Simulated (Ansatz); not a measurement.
**C3H4S: one species, many methods**

One table from this session's results is given with a row withheld; the runs are named, their logs left out.

Program: Ansatz 0.2.0, Gaussian basis. Level of theory: functionals in def2-TZVPP, the program's frozen cores in correlated methods. These are calculated values, not measurements.

Plan: LDA (SPW92), PBE-D4, revPBE-D4, BLYP-D4, r2SCAN-D4, B97M-V, PBE0-D4, B3LYP-D4, r2SCANh-D4, r2SCAN0-D4, HSE06-D4, BHLYP-D4, CAM-B3LYP-D4, LC-ωPBE, ωB97X-V, ωB97M-V, B2PLYP, PBE-QIDH; CCSD(T)/def2-SVP; CCSD(T)/def2-TZVPP; MP2/def2-QZVPP; extrapolation to the limit; RPA on PBE.

### The relaxed structure

All runs share one geometry, relaxed beforehand with PBE0-D4 in a triple-zeta def2 set.

SMILES `CC#CS`, 8 atoms, charge 0, spin multiplicity 1.

Atoms are counted from 1 here; the program's logs count them from 0.

Bond lengths: C1–C2 1.448 Å, C1–H5 1.093 Å, C1–H6 1.093 Å, C1–H7 1.093 Å, C2–C3 1.206 Å, C3–S4 1.680 Å, S4–H8 1.346 Å. Angles: C2–C1–H5 110.4°, C2–C1–H6 111.7°, C2–C1–H7 110.9°, H5–C1–H6 108.0°, H5–C1–H7 107.6°, H6–C1–H7 108.2°, C1–C2–C3 179.5°, C2–C3–S4 174.9°, C3–S4–H8 97.3°.

Set-up of the first run:

Contents of in.yaml:

```yaml
crystal:
  periodic: [false, false, false]
  atoms:
    - {symbol: C, position_ang: [0.110725, 1.396827, -0.493582]}
    - {symbol: C, position_ang: [0.130102, 0.047778, 0.033047]}
    - {symbol: C, position_ang: [0.139233, -1.077637, 0.465526]}
    - {symbol: S, position_ang: [0.289805, -2.617844, 1.120359]}
    - {symbol: H, position_ang: [1.129089, 1.782470, -0.589422]}
    - {symbol: H, position_ang: [-0.447360, 2.075735, 0.156276]}
    - {symbol: H, position_ang: [-0.346274, 1.421415, -1.486221]}
    - {symbol: H, position_ang: [-0.913121, -3.085744, 0.738218]}
basis:
  gaussian: {orbitals: def2-TZVPP}
hamiltonian: {xc: lda}
output: {orbitals: {seedname: orbitals}}
```

The run is started by

```
$ ansatz run in.yaml --threads 2 --pin off --events-out ev --progress --plain --max-ram 4352MiB
```

Steps of the session up to this table: LDA; PBE-D4 (GGA); revPBE-D4 (GGA); BLYP-D4 (GGA); r2SCAN-D4 (meta-GGA); B97M-V (meta-GGA); B3LYP-D4 (hybrid); r2SCANh-D4 (hybrid); r2SCAN0-D4 (hybrid); HSE06-D4 (hybrid); BHLYP-D4 (hybrid); CAM-B3LYP-D4 (range-separated); LC-ωPBE (range-separated); ωB97X-V (range-separated); ωB97M-V (range-separated); B2PLYP (double hybrid); PBE-QIDH (double hybrid).

One table of the session follows, with a row left open; its other results are not shown here.

It belongs to the step «Orbital energies across the functionals». 

| functional | HOMO (eV) | gap (eV) |
| --- | --- | --- |
| LDA (SPW92) | -5.49 | 4.40 |
| PBE-D4 | -5.35 | 4.42 |
| revPBE-D4 | -5.30 | 4.42 |
| BLYP-D4 | -5.19 | 4.36 |
| r2SCAN-D4 | -5.55 | 4.90 |
| B97M-V | -5.58 | 4.92 |
| PBE0-D4 | -6.49 | 6.52 |
| B3LYP-D4 | -6.26 | 6.04 |
| r2SCANh-D4 | -5.98 | 5.68 |
| r2SCAN0-D4 | -6.62 | 6.84 |
| HSE06-D4 | -6.09 | 5.75 |
| BHLYP-D4 | ? | ? |
| CAM-B3LYP-D4 | -7.76 | 8.88 |
| LC-ωPBE | -9.11 | 11.45 |
| ωB97X-V | -8.74 | 10.95 |
| ωB97M-V | -8.59 | 10.61 |

Q: Estimate the row for BHLYP-D4 from the others.

Worked estimate for «HOMO (eV)». Against the share of exact exchange, BLYP-D4 (0, -5.19), B3LYP-D4 (0.2, -6.26) give a slope of -5.35 per unit share; at 0.5 the line stands at -7.86.

**Answer.** HOMO (eV): -7.48; gap (eV): 8.52. In «HOMO (eV)» the line misses by -0.38.
